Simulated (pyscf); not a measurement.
This saddle point was located with ωB97X-D3(BJ)/def2-SVP in PySCF.

```xyz
10

F     -0.2573    -1.3558     1.5379
Si    -1.1474    -0.8891     0.2709
F     -1.4961    -1.9499    -0.8992
O     -1.2062     0.8385    -0.1214
H     -2.4803    -0.8192     0.9314
H     -2.0048     1.3042     0.1550
H      0.7832     0.3155    -1.0166
F      0.5155    -0.7089    -0.6168
H     -0.3151     1.3705    -0.7252
F      0.6861     1.4410    -1.2637
```
Charge 0, spin multiplicity 1.

Surface: singlet, charge 0. Lowest wavenumbers (cm⁻¹): 810i, 24, 147, 181, 352.

Task: What reaction is this the transition state of?

Result: HO–SiH(F)–F + hydrogen fluoride (HF) + hydrogen fluoride (HF) ⇌ F–SiH(F)–F + water (H₂O) + hydrogen fluoride (HF), a multi-bond step read from left to right: O–Si, F–H, F–H broken and F–Si, H–O, F–H formed. At ωB97M-D3(BJ)/def2-TZVP it lies -0.4 kcal/mol from the left side and +8.0 kcal/mol from the right (each side as separated species at their lowest minima found). On the reactant side the descent ends in a bound adduct, 11.8 kcal/mol under the separated species and 11.8 kcal/mol under the saddle at ωB97X-D3(BJ)/def2-TZVP. On the product side the descent ends in a bound adduct (not fully relaxed), 11.9 kcal/mol under the separated species and 19.9 kcal/mol under the saddle at ωB97X-D3(BJ)/def2-TZVP. At ωB97M-D3(BJ) the saddle lies under the separated reactants, which points to a path from their complex (located at ωB97X-D3(BJ) alone). This is the saddle that the search found; another between the same sides may lie lower.
